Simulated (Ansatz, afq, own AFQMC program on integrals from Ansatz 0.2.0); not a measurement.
**Atomization energy of C3H9N, singlet, worked out**

```csv
atom,x (Å),y (Å),z (Å)
C,-0.8127,0.9189,-0.6597
C,-0.0925,-0.3157,-0.1380
C,1.3899,-0.0484,0.0772
N,-0.6909,-0.7142,1.1276
H,-1.8827,0.7141,-0.8276
H,-0.7377,1.7389,0.0717
H,-0.3846,1.2571,-1.6156
H,-0.1776,-1.1049,-0.9195
H,1.8797,0.2630,-0.8579
H,1.9083,-0.9508,0.4405
H,1.5268,0.7442,0.8296
H,-1.6761,-0.9378,0.9973
H,-0.2498,-1.5643,1.4745
```

Basis def2-TZVP. Only valence electrons are correlated. Integrals, coupled cluster, full CI and functionals: Ansatz 0.2.0; the random walks run on the same integrals in our own AFQMC program. The CISD trial takes its coefficients from CCSD amplitudes. Released means that phaseless walkers are propagated on without the constraint, phases kept. Error bars are statistical, one sigma.

Total energies in eV. CBS is CCSD(T) at the limit of def2-TZVPP/QZVPP (extrapolated itself); the highest rung of each member is named.

Cautions: C₃H₉N (singlet): the released value is read at 0.63 1/Eh with a noise of 24 meV, more than in the cases checked, later times being too noisy (meV from the phaseless value at times in 1/Eh: 6 ± 22 at 0.21, 2 ± 26 at 0.42, -27 ± 24 at 0.63, -7 ± 57 at 0.90).

```json
{"member": "C (triplet)", "count": "+3", "CCSD(T)/def2-TZVP": "-1028.0742", "highest rung in def2-TZVP": "-1028.0883", "which": "FCI", "CCSD(T)/CBS": "-1028.3149"}
{"member": "N (quartet)", "count": "+1", "CCSD(T)/def2-TZVP": "-1483.4543", "highest rung in def2-TZVP": "-1483.4647", "which": "FCI", "CCSD(T)/CBS": "-1483.8573"}
{"member": "H (doublet)", "count": "+9", "CCSD(T)/def2-TZVP": "-13.6005", "highest rung in def2-TZVP": "-13.6005", "which": "FCI", "CCSD(T)/CBS": "-13.6059"}
{"member": "C₃H₉N, singlet", "count": "-1", "CCSD(T)/def2-TZVP": "-4739.1474", "highest rung in def2-TZVP": "-4739.2150 ± 0.0243", "which": "released AFQMC", "CCSD(T)/CBS": "-4742.1724"}
```

Task: Work out the best estimate of the atomization energy: the CCSD(T)/CBS difference plus the step from CCSD(T) to the highest rung.

Result: Sums with the counts: CCSD(T)/CBS 50.9173 eV, highest rung 49.0809 eV, CCSD(T)/def2-TZVP 49.0660 eV. The step is 49.0809 − 49.0660 = 0.0149 eV, so the best estimate is 50.9173 + (0.0149) = 50.9322 eV = 4914.2 kJ/mol, with sampling noise 0.024 eV. The step is under twice that noise, so its sign is open. The basis set is worth 1.851 eV of it. Zero-point, core-correlation and spin–orbit terms aren't in it.

Best estimates are given only where the step beyond CCSD(T) is under 0.3 eV and no member's determinant is very poor (T1 over 0.05, or 0.07 for open shells, ⟨S²⟩ too high by 0.3, two states mixed), so the hardest cases are missing from such tables.

Each member of a difference takes its own highest rung, so a best estimate needn't equal the limit plus the step of one row. Released energies are given only where the last usable release times agree within the noise; a slower fall can still hide under it.
